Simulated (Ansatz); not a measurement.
System: chalcopyrite CdSnAs2. Method: rVV10 in Ansatz (plane waves, PAW).

Numerical settings: plane-wave cutoff 520 eV, 8×8×8 k mesh, Fermi–Dirac smearing 0.01 eV, scalar-relativistic PAW data made under PBE.

A third-order Birch–Murnaghan fit to the energies gives V0 = 29.836 Å³/atom, B0 = 47.1 GPa, B′ = 4.7.

```tsv
V (Å³/atom)	P (GPa)
28.637	(withheld)
29.233	(withheld)
29.830	0.009
30.427	-0.881
31.023	(withheld)
```

Question: Estimate the withheld pressures from this fit; the answers are the runs' own values.

Answer: 
- 28.637, P (GPa): 2.126
- 29.233, P (GPa): 1.007
- 31.023, P (GPa): -1.675

The formula P = (3/2) B0 (x^(7/3) − x^(5/3)) [1 + (3/4)(B′ − 4)(x^(2/3) − 1)] with x = V0/V meets the computed pressures within 0.01 GPa when these rounded values are put in.

Shape and atoms are relaxed at each volume.

Note: the gap of the solid is closed in this run; the relaxation could not lower the start's symmetry, so the cell can be a saddle point above a distorted one; this level leaves the solid without a gap, although one is measured; the bulk modulus comes from volumes at which shape and atoms were relaxed.

Spin–orbit coupling is not included; it can open a gap where bands touch, and shift volumes and moduli.

The computed numbers hold no vibrational or temperature effects.

The result took about 40 core-minutes (a rough figure).

Ansatz is a quantum-chemistry and plane-wave program.
